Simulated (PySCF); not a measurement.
**How the method changes the constants of LiB⁻**

State: doublet, unpaired electrons π ↑. Set-up: PySCF, no relativity, basis sets Li aug-pcseg-1, B aug-pcseg-1. De refers to Li⁻ + B in their high-spin ground configurations, without counterpoise correction. The functionals are run spin-unrestricted. A positive dipole points towards B; it is taken about the centre of mass and depends on that origin. Levels whose curve was spin-contaminated or gave no clean fit are not listed.

| Level | Re (Å) | ωe (cm⁻¹) | De (eV) | μ (D) | CPU s a point (SCF and correlation, without the integrals) |
| --- | --- | --- | --- | --- | --- |
| ROHF-MP2 | 2.353 | 360 | n/a | n/a | 0.082 |
| ROHF-SCS-MP2 | 2.363 | 345 | n/a | n/a | n/a |
| ROHF-CCSD | 2.312 | 372 | 0.84 | n/a | n/a |
| ROHF-CCSD(T) | 2.336 | 359 | 0.97 | n/a | 1.2 |

Q: What does the triples do here, going from ROHF-CCSD to ROHF-CCSD(T)?

A: ROHF-CCSD(T) less ROHF-CCSD: +2.4 pm in Re, -3.5 % in ωe, +0.13 eV in De. Correlation nearly always deepens the well. The bond lengthens, as in strong covalent bonds, where excitations into antibonding orbitals dominate.

Correlated steps freeze 1 core orbital. Correlated levels converge slowly with the basis: in double zeta they bind strong bonds too weakly, by up to about 1 eV, and carry superposition errors of some tenths. For an ion De counts to the pair picked by the measured ionisation energies or electron affinities, which need not be the lowest pair at this level. The CCSD T1 diagnostic is raised, a sign that a single reference may not be enough here. The state was picked by a PBE0 search and need not be the measured ground state.

The whole job (state search and all levels along the bond) took about 0.95 min on 1 thread of Arm Neoverse V2 (shared host), peak memory 0.44 GiB.
